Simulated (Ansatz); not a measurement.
# AlCl2Br (AlBrCl₂): single points with varied inputs

Aim: run AlCl2Br (AlBrCl₂) under a spread of inputs, and see what each costs and gives.

Program: Ansatz 0.2.0, Gaussian basis. Level of theory: the settings change from run to run. These are calculated values, not measurements.

## Step 1: The relaxed structure

The structure was relaxed beforehand with B3LYP-D4/def2-SVP.

4 atoms, charge 0, spin multiplicity 1.

Atoms are counted from 1 here; the program's logs count them from 0.

Bond lengths: Al1–Cl2 2.087 Å, Al1–Cl3 2.087 Å, Al1–Br4 2.237 Å. Angles: Cl2–Al1–Cl3 119.5°, Cl2–Al1–Br4 120.3°, Cl3–Al1–Br4 120.3°.

## Step 2: revPBE/def2-SVP

Set apart from the defaults: multiplicity 3, coordinates scaled by 1.25, D4 dispersion.

Contents of in.yaml:

```yaml
crystal:
  periodic: [false, false, false]
  atoms:
    - {symbol: Al, position_ang: [0.021160, 0.035580, -0.000094]}
    - {symbol: Cl, position_ang: [2.629863, 0.014318, 0.015929]}
    - {symbol: Cl, position_ang: [-1.242896, 2.317619, -0.022145]}
    - {symbol: Br, position_ang: [-1.408127, -2.367518, 0.006322]}
basis:
  gaussian: {orbitals: def2-SVP}
magnetization: {spin_polarized: true, initial_magnetization: 2}
hamiltonian: {xc: {name: revPBE}, dispersion: d4}
scf: {omitted_lower_state_checks: [starts]}
```

Run with:

```sh
ansatz run in.yaml --threads 4 --pin off --events-out ev --progress --plain --max-ram 3916MiB
```

What it wrote:

```text
Functional definition: revPBE
  name "revPBE"
  cite "Zhang & Yang, Phys. Rev. Lett. 80, 890 (1998) doi:10.1103/PhysRevLett.80.890"
  cite "Perdew, Burke & Ernzerhof, Phys. Rev. Lett. 77, 3865 (1996) doi:10.1103/PhysRevLett.77.3865"
  parameter kappa = 1.245
  parameter beta = 0.06672455060314922
  exchange = pbe_x(kappa = kappa, mu = beta*pi^2/3)
  correlation = pbe_c(beta = beta)
these checks for a lower state are left out or cut short: starts
928 factors; their error is unknown
mean field evaluation 1: about -101655.0075 eV, gradient 1.9e1 eV
mean field evaluation 2: about -101600.4901 eV, gradient 8.5e1 eV
mean field evaluation 4: about -101656.1236 eV, gradient 1.4e1 eV
mean field evaluation 8: about -101656.9526 eV, gradient 1.1e1 eV
mean field evaluation 16: about -101658.5140 eV, gradient 2.4e-4 eV
mean field -101658.51401651 eV, -3735.8814834910 hartree, gradient 1.4e-6 eV, S^2 2.002536; 0 other end points of the search recorded, 0 dependent functions left out
reference -101658.51406174 eV, -3735.8814851531 hartree; 42, 40 occupied and 44, 46 virtual orbitals, 928 factors
Total energy: -101658.76832398 eV, -3735.8908291181 hartree
Checks for a lower state left out: starts
```

Run time: 2.7 s. Hardware: 4 threads of Arm Neoverse V2, shared host.

⟨S²⟩ 2.003.

## Step 3: wB97X-V/def2-mTZVPP

This run has a grid of angular degree 11.

Contents of in.yaml:

```yaml
crystal:
  periodic: [false, false, false]
  atoms:
    - {symbol: Al, position_ang: [0.016928, 0.028464, -0.000075]}
    - {symbol: Cl, position_ang: [2.103890, 0.011454, 0.012743]}
    - {symbol: Cl, position_ang: [-0.994317, 1.854095, -0.017716]}
    - {symbol: Br, position_ang: [-1.126502, -1.894014, 0.005058]}
basis:
  gaussian: {orbitals: def2-mTZVPP, final_grid: {core_spheres: 5, valence_spheres: 4, degree: 11}}
hamiltonian: {xc: {name: wB97X-V}}
scf: {omitted_lower_state_checks: [starts]}
output: {forces: true}
```

Launched as before.

What it wrote:

```text
Functional definition: wB97X-V
  name "wB97X-V"
  cite "Mardirossian & Head-Gordon, Phys. Chem. Chem. Phys. 16, 9904 (2014) doi:10.1039/C3CP54374A"
  cite "Becke, J. Chem. Phys. 107, 8554 (1997) doi:10.1063/1.475007"
  cite "Vydrov & Van Voorhis, J. Chem. Phys. 133, 244103 (2010) doi:10.1063/1.3521275"
  parameter omega = 0.3/bohr
  parameter cx = 0.167
  parameter cx1 = 0.603
  parameter cx2 = 1.194
  parameter css0 = 0.556
  parameter css1 = -0.257
  parameter cos0 = 1.219
  parameter cos1 = -1.850
  parameter b = 6.0
  parameter c = 0.01
  exchange = spin_sum(e_x_unif_sr(omega)*poly(b97_u_x, 1 - cx, cx1, cx2)) + cx*exact_x_sr(omega) + exact_x_lr(omega)
  correlation = spin_sum(e_c_pw_same_spin*poly(b97_u_same, css0, css1))
      + integral(e_c_pw_opposite_spin*poly(b97_u_opposite, cos0, cos1)) + vv10(b, c)
these checks for a lower state are left out or cut short: starts
993 factors; integrals over basis functions are off by at most 9.7e-4 eV
250 factors; integrals over basis functions are off by at most 9.7e-6 eV
mean field evaluation 1: about -101682.3996 eV, gradient 1.9e1 eV
mean field evaluation 2: about -101683.1147 eV, gradient 1.4e1 eV
mean field evaluation 4: about -101683.5682 eV, gradient 4.7e-1 eV
mean field evaluation 8: about -101683.6055 eV, gradient 8.8e-3 eV
mean field evaluation 16: about -101683.6055 eV, gradient 2.5e-5 eV
mean field -101683.60548281 eV, -3736.8035778699 hartree, gradient 2.5e-5 eV, S^2 0.000000; 0 other end points of the search recorded, 0 dependent functions left out
the calculation of the forces begins
reference -101683.60548105 eV, -3736.8035778054 hartree; 41, 41 occupied and 71, 71 virtual orbitals, 993 factors
Total energy: -101683.60548105 eV, -3736.8035778054 hartree
Atom 0 at     0.016928     0.028464    -0.000075 Å, force     0.137206     0.230687    -0.000616 eV/Å
Atom 1 at     2.103890     0.011454     0.012743 Å, force    -0.231708    -0.063002    -0.001015 eV/Å
Atom 2 at    -0.994317     1.854095    -0.017716 Å, force     0.055255    -0.233672     0.001806 eV/Å
Atom 3 at    -1.126502    -1.894014     0.005058 Å, force     0.039247     0.065987    -0.000176 eV/Å
Dipole moment:    -0.012502    -0.021020     0.000056 e Å
Checks for a lower state left out: starts
```

Wall time 2 s (4 threads of Arm Neoverse V2, shared host).

Largest force 0.268 eV/Å, dipole 0.12 D.

## Step 4: r2SCAN0/cc-pVDZ

Set apart from the defaults: atoms shaken by 0.08 Å, D3(BJ) dispersion.

Contents of in.yaml:

```yaml
crystal:
  periodic: [false, false, false]
  atoms:
    - {symbol: Al, position_ang: [-0.038502, -0.055607, 0.010798]}
    - {symbol: Cl, position_ang: [1.969460, 0.038716, -0.022362]}
    - {symbol: Cl, position_ang: [-0.978652, 1.859425, 0.020089]}
    - {symbol: Br, position_ang: [-1.113325, -1.722533, -0.065503]}
basis:
  gaussian: {orbitals: cc-pVDZ}
hamiltonian: {xc: {name: r2SCAN0}, dispersion: d3bj}
```

Same command.

What it wrote:

```text
Warning: the engine holds no damping parameters fitted to this dispersion correction and functional, so the run takes those fitted to r2scan0 beside the three-body term, which d3bj leaves out (hamiltonian.dispersion, under Limitations)
Functional definition: r2SCAN0
  name "r2SCAN0"
  cite "Bursch, Neugebauer, Ehlert & Grimme, J. Chem. Phys. 156, 134105 (2022) doi:10.1063/5.0086040"
  cite "Furness, Kaplan, Ning, Perdew & Sun, J. Phys. Chem. Lett. 11, 8208 (2020) doi:10.1021/acs.jpclett.0c02405"
  cite "Furness, Kaplan, Ning, Perdew & Sun, J. Phys. Chem. Lett. 11, 9248 (2020) doi:10.1021/acs.jpclett.0c03077"
  parent r2scan
  parameter a = 0.25
  parameter k0 = 0.174
  parameter k1 = 0.065
  parameter a1 = 4.9479
  exchange = (1 - a)*r2scan_x(k0 = k0, k1 = k1, a1 = a1) + a*exact_x
  correlation = r2scan_c
885 factors; integrals over basis functions are off by at most 3.5e-4 eV
mean field evaluation 1: about -101689.1820 eV, gradient 1.6e1 eV
mean field evaluation 2: about -101689.3779 eV, gradient 1.4e1 eV
mean field evaluation 4: about -101689.8942 eV, gradient 3.6e-1 eV
mean field evaluation 8: about -101689.9271 eV, gradient 2.6e-2 eV
mean field -101689.92714117 eV, -3737.0358945298 hartree, gradient 4.9e-5 eV, S^2 0.000000; 0 other end points of the search recorded, 0 dependent functions left out
reference -101689.92714844 eV, -3737.0358947970 hartree; 41, 41 occupied and 40, 40 virtual orbitals, 885 factors
Total energy: -101689.97654788 eV, -3737.0377101927 hartree
```

Run time: 2.2 s. Hardware: 4 threads of Arm Neoverse V2, shared host.

## Step 5: BHLYP/cc-pVTZ-DK

Options: charge +1, multiplicity 2, a grid of angular degree 23.

Contents of in.yaml:

```yaml
crystal:
  periodic: [false, false, false]
  atoms:
    - {symbol: Al, position_ang: [0.016928, 0.028464, -0.000075]}
    - {symbol: Cl, position_ang: [2.103890, 0.011454, 0.012743]}
    - {symbol: Cl, position_ang: [-0.994317, 1.854095, -0.017716]}
    - {symbol: Br, position_ang: [-1.126502, -1.894014, 0.005058]}
basis:
  gaussian: {orbitals: cc-pVTZ-DK, final_grid: {core_spheres: 8, valence_spheres: 7, degree: 23}}
total_charge: 1
magnetization: {spin_polarized: true, initial_magnetization: 1}
hamiltonian: {xc: {name: BHLYP}}
scf: {omitted_lower_state_checks: [starts]}
output: {forces: true}
```

Same command.

What it wrote:

```text
Functional definition: BHLYP
  name "BHLYP"
  cite "Becke, J. Chem. Phys. 98, 1372 (1993) doi:10.1063/1.464304"
  cite "Becke, Phys. Rev. A 38, 3098 (1988) doi:10.1103/PhysRevA.38.3098"
  cite "Lee, Yang & Parr, Phys. Rev. B 37, 785 (1988) doi:10.1103/PhysRevB.37.785"
  parameter a = 0.5
  exchange = (1 - a)*b88_x + a*exact_x
  correlation = lyp_c
these checks for a lower state are left out or cut short: starts
904 factors; integrals over basis functions are off by at most 1.6e-3 eV
mean field evaluation 1: about -102644.3696 eV, gradient 2.2e1 eV
mean field evaluation 2: about -102640.9563 eV, gradient 3.2e1 eV
mean field evaluation 4: about -102647.0111 eV, gradient 1.1e0 eV
mean field evaluation 8: about -102647.1840 eV, gradient 1.4e-1 eV
mean field evaluation 16: about -102647.1850 eV, gradient 2.3e-3 eV
mean field -102647.18498312 eV, -3772.2144713688 hartree, gradient 1.2e-5 eV, S^2 0.757779; 0 other end points of the search recorded, 0 dependent functions left out
the calculation of the forces begins
reference -102647.18515810 eV, -3772.2144777992 hartree; 41, 40 occupied and 104, 105 virtual orbitals, 904 factors
Total energy: -102647.18515810 eV, -3772.2144777992 hartree
Relativity: scalar
Atom 0 at     0.016928     0.028464    -0.000075 Å, force     1.410921     2.372212    -0.006331 eV/Å
Atom 1 at     2.103890     0.011454     0.012743 Å, force    -0.894041    -0.422481    -0.002787 eV/Å
Atom 2 at    -0.994317     1.854095    -0.017716 Å, force     0.055571    -0.987256     0.006549 eV/Å
Atom 3 at    -1.126502    -1.894014     0.005058 Å, force    -0.572451    -0.962475     0.002569 eV/Å
Dipole moment:    -0.265347    -0.446134     0.001191 e Å
Checks for a lower state left out: starts
```

Wall time 5.5 s (4 threads of Arm Neoverse V2, shared host).

Largest force 2.760 eV/Å, ⟨S²⟩ 0.758.

## Step 6: All runs side by side

| level | charge | multiplicity | geometry | functions | energy (eV) | time |
| --- | --- | --- | --- | --- | --- | --- |
| revPBE/def2-SVP | 0 | 3 | scaled | 86 | -101658.768 | 2.7 s |
| wB97X-V/def2-mTZVPP | 0 | 1 | relaxed | 112 | -101683.605 | 2 s |
| r2SCAN0/cc-pVDZ | 0 | 1 | shaken | 81 | -101689.977 | 2.2 s |
| BHLYP/cc-pVTZ-DK | 1 | 2 | relaxed | 145 | -102647.185 | 5.5 s |

## Step 7: Outcome

| quantity | value |
| --- | --- |
| runs | 4 |
| quickest | wB97X-V/def2-mTZVPP, 2 s |
| slowest | BHLYP/cc-pVTZ-DK, 5.5 s |

In words: The runs differ in state or geometry as well as level, so their energies can't be set against each other. BHLYP/cc-pVTZ-DK took 3 times as long as wB97X-V/def2-mTZVPP. The jobs differ in tasks and options as well as level. At the B3LYP-D4/def2-SVP geometry and in the same state, the sound runs without point charges leave forces up to 0.27 eV/Å (wB97X-V/def2-mTZVPP).
